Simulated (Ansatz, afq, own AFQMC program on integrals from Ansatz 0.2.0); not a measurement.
# Atomization energy of SiNH4, doublet

```yaml
atoms:
  - { symbol: Si, position_ang: [-0.0906, 0.0000, 0.5953] }
  - { symbol: N, position_ang: [0.1128, 0.0000, -1.1178] }
  - { symbol: H, position_ang: [0.5792, -1.2268, 1.1210] }
  - { symbol: H, position_ang: [0.5792, 1.2268, 1.1210] }
  - { symbol: H, position_ang: [-0.0998, -0.8301, -1.6484] }
  - { symbol: H, position_ang: [-0.0998, 0.8301, -1.6484] }
```

Connectivity, by distances: SiH2–NH2.

Atoms in their ground-state spins without spin–orbit coupling (mostly on UHF) minus the molecule (UHF), without zero-point energy. The geometry is a stationary point, not shown to be a minimum.

Basis 6-31G. Only valence electrons are correlated. AFQMC by an in-house program on the Cholesky factors that Ansatz 0.2.0 writes for its CCSD(T) run. The CISD trial takes its coefficients from CCSD amplitudes. Released means that phaseless walkers are propagated on without the constraint, phases kept. Uncertainties: one standard error, sampling alone. The errors of all members are added in quadrature.

No full CI on the walks' own integrals is used here; CCSDTQ serves as the reference and is uncertain by about the last step of the cluster series. Each member takes its own surest rung, up to full CI.

Errors are counted within 6-31G, not against nature.

Cautions: other spins of the molecule weren't checked.

Reference (CCSDTQ): 14.159 eV.

```json
{"level": "HF", "atomization energy (eV)": "10.718", "error against CCSDTQ (eV)": "-3.440"}
{"level": "MP2", "atomization energy (eV)": "13.872", "error against CCSDTQ (eV)": "-0.287"}
{"level": "CCSD", "atomization energy (eV)": "14.062", "error against CCSDTQ (eV)": "-0.096"}
{"level": "CCSD(T)", "atomization energy (eV)": "14.139", "error against CCSDTQ (eV)": "-0.020"}
{"level": "CCSDT", "atomization energy (eV)": "14.148", "error against CCSDTQ (eV)": "-0.010"}
{"level": "CCSDT(Q)", "atomization energy (eV)": "14.160", "error against CCSDTQ (eV)": "0.001"}
{"level": "ph-AFQMC/HF", "atomization energy (eV)": "14.180 ± 0.030", "error against CCSDTQ (eV)": "0.021 ± 0.030"}
{"level": "ph-AFQMC/CISD", "atomization energy (eV)": "14.158 ± 0.004", "error against CCSDTQ (eV)": "-0.001 ± 0.004"}
{"level": "released AFQMC", "atomization energy (eV)": "14.157 ± 0.003", "error against CCSDTQ (eV)": "-0.002 ± 0.003"}
```

Correlation beyond CCSD(T) adds 0.020 eV. The perturbative (T) step is worth +0.076 eV.

CCSDT and higher add their correlation energy to the determinant of the CCSD(T) run, since their own runs factorise the integrals more tightly (a shift of under 2 meV). A walk keeps the symmetry of its determinant, which the program's search chose and which needn't be the lowest solution, so a lower state of the same spin and another symmetry isn't excluded. Released energies are given only where the last usable release times agree within the noise; a slower fall can still hide under it.
